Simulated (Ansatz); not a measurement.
# C3H6FNO: two geometries relaxed

Are the two ends of the inversion of the pyramid at N5 separate minima, and which lies lower? Each is relaxed from a guess. SMILES of the start: COC=C(N)F.

Program: Ansatz 0.2.0. Level of theory: RHF/6-31G. These are calculated values, not measurements.

**1. The system as given**

Bond lengths: C1–O2 1.369 Å, O2–C3 1.351 Å, C3–C4 1.320 Å, C4–N5 1.346 Å, C4–F6 1.405 Å, C1–H7 1.143 Å, C1–H8 1.056 Å, C1–H9 1.058 Å, C3–H10 1.135 Å, N5–H11 1.019 Å, N5–H12 0.978 Å. Angles (14 of 16 angles, heavy atoms first): C1–O2–C3 114.5°, O2–C3–C4 135.5°, C3–C4–N5 130.8°, C3–C4–F6 114.7°, N5–C4–F6 114.2°, O2–C1–H7 106.8°, O2–C1–H8 114.1°, O2–C1–H9 114.0°, O2–C3–H10 106.8°, C4–C3–H10 117.5°, C4–N5–H11 109.3°, C4–N5–H12 112.8°, H7–C1–H8 105.6°, H7–C1–H9 102.9°.

As a file:

```xyz
12

C    -1.2337    1.4629    0.0151
O    -0.1619    1.3063    0.8518
C     0.5146    0.1484    0.6867
C     0.4504   -0.8684   -0.1524
N     1.1795   -1.9978   -0.2234
F    -0.6317   -0.8240   -1.0480
H    -1.7054    2.4731    0.2668
H    -1.9988    0.7486    0.1564
H    -0.9725    1.5707   -1.0047
H     1.3524    0.1448    1.4525
H     2.1109   -1.8215    0.1493
H     1.1732   -2.3982   -1.1161
```

**2. Relaxing end A**

Contents of input.yaml:

```yaml
crystal:
  periodic: [false, false, false]
  atoms:
    - { symbol: C, position_ang: [-1.2337, 1.4629, 0.0151] }
    - { symbol: O, position_ang: [-0.1619, 1.3063, 0.8518] }
    - { symbol: C, position_ang: [0.5146, 0.1484, 0.6867] }
    - { symbol: C, position_ang: [0.4504, -0.8684, -0.1524] }
    - { symbol: "N", position_ang: [1.1795, -1.9978, -0.2234] }
    - { symbol: F, position_ang: [-0.6317, -0.824, -1.048] }
    - { symbol: H, position_ang: [-1.7054, 2.4731, 0.2668] }
    - { symbol: H, position_ang: [-1.9988, 0.7486, 0.1564] }
    - { symbol: H, position_ang: [-0.9725, 1.5707, -1.0047] }
    - { symbol: H, position_ang: [1.3524, 0.1448, 1.4525] }
    - { symbol: H, position_ang: [2.1109, -1.8215, 0.1493] }
    - { symbol: H, position_ang: [1.1732, -2.3982, -1.1161] }
basis:
  gaussian: { orbitals: "6-31G" }
hamiltonian:
  xc: hf
relax:
  f_tol: 0.015
  max_steps: 40
```

Launch:

```
ansatz run input.yaml --threads 1 --pin off --max-ram 2048MiB --backend cpu --events-out ev --progress --plain --runs-dir out
```

Log (excerpt; [...] marks lines left out):

```text
Warning: RAYON_NUM_THREADS=1 ignored (pool sized by the plan → 1); use --threads N
[...]
Functional definition: HF
[...]
953 factors; integrals over basis functions are off by at most 1.8e-4 eV
[...]
mean field -9404.92303564 eV, -345.6245466739 hartree, gradient 8.6e-5 eV, S^2 0.000000; 0 other end points of the search recorded, 0 dependent functions left out
[...]
reference -9404.92303564 eV, -345.6245466739 hartree; 24, 24 occupied and 42, 42 virtual orbitals, 953 factors
relax step   1: F+E_penalty+E_count = -9404.92303564 eV  Δ(F+E_penalty+E_count) = +0.000e0 eV  max|allowed force component| = 4.600e0 eV/Å  Δτ_max = 0.0000 Å  (27 SCF iters, accepted)
[...]
relax step   3: F+E_penalty+E_count = -9405.66830202 eV  Δ(F+E_penalty+E_count) = -9.895e-2 eV  max|allowed force component| = 4.275e-1 eV/Å  Δτ_max = 0.0842 Å  (24 SCF iters, accepted)
[...]
relax step   5: F+E_penalty+E_count = -9405.70043124 eV  Δ(F+E_penalty+E_count) = -1.649e-2 eV  max|allowed force component| = 3.183e-1 eV/Å  Δτ_max = 0.1815 Å  (31 SCF iters, accepted)
[...]
relax step   7: F+E_penalty+E_count = -9405.74579808 eV  Δ(F+E_penalty+E_count) = -3.355e-2 eV  max|allowed force component| = 4.449e-1 eV/Å  Δτ_max = 0.2000 Å  (31 SCF iters, accepted)
[...]
relax step   9: F+E_penalty+E_count = -9405.81943381 eV  Δ(F+E_penalty+E_count) = -3.973e-2 eV  max|allowed force component| = 5.801e-1 eV/Å  Δτ_max = 0.2000 Å  (29 SCF iters, accepted)
[...]
relax step  10: F+E_penalty+E_count = -9405.82663799 eV  Δ(F+E_penalty+E_count) = -7.204e-3 eV  max|allowed force component| = 1.254e0 eV/Å  Δτ_max = 0.1328 Å  (31 SCF iters, accepted)
[...]
953 factors; integrals over basis functions are off by at most 1.7e-4 eV
[...]
```

**3. More of the same log: end point A relaxed**

The log, continued (excerpt; [...] marks lines left out):

```text
mean field -9405.85464883 eV, -345.6587828273 hartree, gradient 4.1e-5 eV, S^2 0.000000; 0 other end points of the search recorded, 0 dependent functions left out
[...]
reference -9405.85464883 eV, -345.6587828273 hartree; 24, 24 occupied and 42, 42 virtual orbitals, 953 factors
relax step  11: F+E_penalty+E_count = -9405.85464883 eV  Δ(F+E_penalty+E_count) = -2.801e-2 eV  max|allowed force component| = 6.289e-1 eV/Å  Δτ_max = 0.2000 Å  (29 SCF iters, accepted)
[...]
relax step  16: F+E_penalty+E_count = -9405.91175810 eV  Δ(F+E_penalty+E_count) = +1.910e-5 eV  max|allowed force component| = 3.436e-2 eV/Å  Δτ_max = 0.0142 Å  (25 SCF iters, rejected (line search))
[...]
relax step  17: F+E_penalty+E_count = -9405.91203774 eV  Δ(F+E_penalty+E_count) = -2.605e-4 eV  max|allowed force component| = 7.994e-3 eV/Å  Δτ_max = 0.0068 Å  (25 SCF iters, accepted)
[...]
Atom 2 at     0.685570     0.271282     0.567044 Å, force    -0.002828     0.006548    -0.001579 eV/Å
Atom 3 at     0.506595    -0.825004    -0.143543 Å, force    -0.001917     0.001035    -0.007994 eV/Å
Atom 4 at     1.389837    -1.879651    -0.224653 Å, force    -0.002766     0.001599     0.000975 eV/Å
Atom 5 at    -0.667940    -0.976333    -0.900076 Å, force     0.006134    -0.001043     0.006167 eV/Å
Atom 6 at    -1.722909     2.502365     0.366411 Å, force     0.002039    -0.001145     0.000328 eV/Å
Atom 7 at    -2.069688     0.768237     0.317013 Å, force     0.001378     0.002003    -0.000321 eV/Å
Atom 8 at    -1.231805     1.535195    -1.031211 Å, force    -0.005788    -0.001148     0.004108 eV/Å
Atom 9 at     1.584570     0.364999     1.134360 Å, force    -0.002003    -0.003405     0.004917 eV/Å
Atom 10 at     1.168186    -2.722463     0.252913 Å, force    -0.000735    -0.004786     0.001821 eV/Å
Atom 11 at     1.916886    -1.994744    -1.059195 Å, force     0.003824    -0.001705    -0.004548 eV/Å
Dipole moment:     0.103912    -0.219662    -0.082215 e Å
```

Wall time 43 s (1 thread of Arm Neoverse V1, shared host); peak memory 0.14 GiB.

Step by step:

```
step  energy from step 1 (eV)  largest force component (eV/Å)
   1                   0.0000                          4.6001
   2                  -0.6463                          1.4349
   3                  -0.7453                          0.4275
   4                  -0.7609                          0.2542
   5                  -0.7774                          0.3183
   6                  -0.7892                          0.6069
   7                  -0.8228                          0.4449
   8                  -0.8567                          0.3266
   9                  -0.8964                          0.5801
  10                  -0.9036                          1.2545
  11                  -0.9316                          0.6289
 12x                  -0.8876                          1.4799
  13                  -0.9775                          0.4876
  14                  -0.9853                          0.1829
  15                  -0.9887                          0.0496
 16x                  -0.9887                          0.0344
  17                  -0.9890                          0.0080
```

Step 1 is the start. 2 steps were tried and not accepted (marked x).

After: Bond lengths: C1–O2 1.441 Å, O2–C3 1.358 Å, C3–C4 1.319 Å, C4–N5 1.378 Å, C4–F6 1.405 Å, C1–H7 1.076 Å, C1–H8 1.078 Å, C1–H9 1.079 Å, C3–H10 1.067 Å, N5–H11 0.994 Å, N5–H12 0.994 Å. Angles (14 of 16 angles, heavy atoms first): C1–O2–C3 124.1°, O2–C3–C4 130.3°, C3–C4–N5 125.5°, C3–C4–F6 119.5°, N5–C4–F6 114.9°, O2–C1–H7 104.7°, O2–C1–H8 110.8°, O2–C1–H9 110.7°, O2–C3–H10 111.5°, C4–C3–H10 118.3°, C4–N5–H11 118.5°, C4–N5–H12 118.6°, H7–C1–H8 110.4°, H7–C1–H9 110.4°.

**4. End point B**

The second end starts from a geometry with the move made by hand.

input.yaml, as its differences from that of step 2:

```diff
@@ -13,4 +13,4 @@
     - { symbol: H, position_ang: [1.3524, 0.1448, 1.4525] }
-    - { symbol: H, position_ang: [2.1109, -1.8215, 0.1493] }
-    - { symbol: H, position_ang: [1.1732, -2.3982, -1.1161] }
+    - { symbol: H, position_ang: [1.4841, -2.26152, 0.7121] }
+    - { symbol: H, position_ang: [0.72591, -2.7122, -0.71448] }
 basis:
@@ -22 +22,3 @@
   max_steps: 40
+output:
+  orbitals: {}
```

Launch:

```
ansatz run input.yaml --threads 1 --pin off --max-ram 2048MiB --backend cpu --events-out ev --progress --plain --runs-dir out
```

Log (excerpt; [...] marks lines left out):

```text
Warning: RAYON_NUM_THREADS=1 ignored (pool sized by the plan → 1); use --threads N
[...]
[... 1 set-up line as earlier in the session ...]
[...]
953 factors; integrals over basis functions are off by at most 1.8e-4 eV
[...]
mean field -9404.90769944 eV, -345.6239830791 hartree, gradient 8.7e-5 eV, S^2 0.000000; 0 other end points of the search recorded, 0 dependent functions left out
[...]
reference -9404.90769944 eV, -345.6239830791 hartree; 24, 24 occupied and 42, 42 virtual orbitals, 953 factors
relax step   1: F+E_penalty+E_count = -9404.90769944 eV  Δ(F+E_penalty+E_count) = +0.000e0 eV  max|allowed force component| = 4.624e0 eV/Å  Δτ_max = 0.0000 Å  (27 SCF iters, accepted)
[...]
relax step   4: F+E_penalty+E_count = -9405.68093398 eV  Δ(F+E_penalty+E_count) = -2.390e-2 eV  max|allowed force component| = 3.452e-1 eV/Å  Δτ_max = 0.0481 Å  (25 SCF iters, accepted)
[...]
Atom 2 at     0.607699     0.186373     0.643417 Å, force     0.004555    -0.002103     0.001910 eV/Å
Atom 3 at     0.353204    -0.931048    -0.008999 Å, force    -0.000935     0.001942     0.002440 eV/Å
Atom 4 at     1.139980    -2.062428     0.003131 Å, force     0.000025    -0.001052    -0.000727 eV/Å
Atom 5 at    -0.806917    -1.024879    -0.796040 Å, force    -0.000190    -0.000267    -0.001302 eV/Å
Atom 6 at    -1.603077     2.590715     0.259118 Å, force    -0.001078     0.000766    -0.000624 eV/Å
Atom 7 at    -2.088603     0.890568     0.314943 Å, force    -0.000237    -0.000728     0.001345 eV/Å
Atom 8 at    -1.181974     1.499812    -1.068267 Å, force     0.000589    -0.000383    -0.000910 eV/Å
Atom 9 at     1.494280     0.235039     1.235564 Å, force    -0.002764     0.000712    -0.001298 eV/Å
Atom 10 at     0.829246    -2.851489     0.521355 Å, force    -0.000300    -0.000224    -0.000011 eV/Å
Atom 11 at     1.679018    -2.275001    -0.804324 Å, force     0.000285     0.001144     0.000083 eV/Å
Dipole moment:     0.079601    -0.236626    -0.056288 e Å
```

Wall time 36 s (1 thread of Arm Neoverse V1, shared host); peak memory 0.15 GiB.

Relaxation path:

```
step  energy from step 1 (eV)  largest force component (eV/Å)
   1                   0.0000                          4.6242
   2                  -0.6532                          1.3924
   3                  -0.7493                          0.5042
   4                  -0.7732                          0.3452
   5                  -0.8123                          0.4241
   6                  -0.8391                          1.1431
   7                  -0.8926                          0.2946
   8                  -0.9067                          0.9810
   9                  -0.9666                          0.6270
  10                  -0.9963                          0.2348
  11                  -1.0015                          0.1347
  12                  -1.0041                          0.1264
  13                  -1.0043                          0.0304
  14                  -1.0044                          0.0046
```

Step 1 is the start.

After: Bond lengths: C1–O2 1.440 Å, O2–C3 1.358 Å, C3–C4 1.319 Å, C4–N5 1.378 Å, C4–F6 1.405 Å, C1–H7 1.076 Å, C1–H8 1.078 Å, C1–H9 1.078 Å, C3–H10 1.067 Å, N5–H11 0.994 Å, N5–H12 0.994 Å. Angles (14 of 16 angles, heavy atoms first): C1–O2–C3 124.1°, O2–C3–C4 130.3°, C3–C4–N5 125.5°, C3–C4–F6 119.5°, N5–C4–F6 114.9°, O2–C1–H7 104.7°, O2–C1–H8 110.8°, O2–C1–H9 110.8°, O2–C3–H10 111.5°, C4–C3–H10 118.3°, C4–N5–H11 118.5°, C4–N5–H12 118.6°, H7–C1–H8 110.4°, H7–C1–H9 110.4°.

**5. Results**

| quantity | value |
| --- | --- |
| end A | 14 moves, 0.989 eV lower |
| end B | 13 moves, 1.004 eV lower |
| largest difference between the ends | 0.02 Å |
| end B relative to end A | -0.000 eV |

**Reading.** Both starts fell into the same minimum (no atom differs by more than 0.02 Å), so from this start no second minimum was found and no band was run; another arrangement could still be one. In so small a basis the energies are only a sketch.
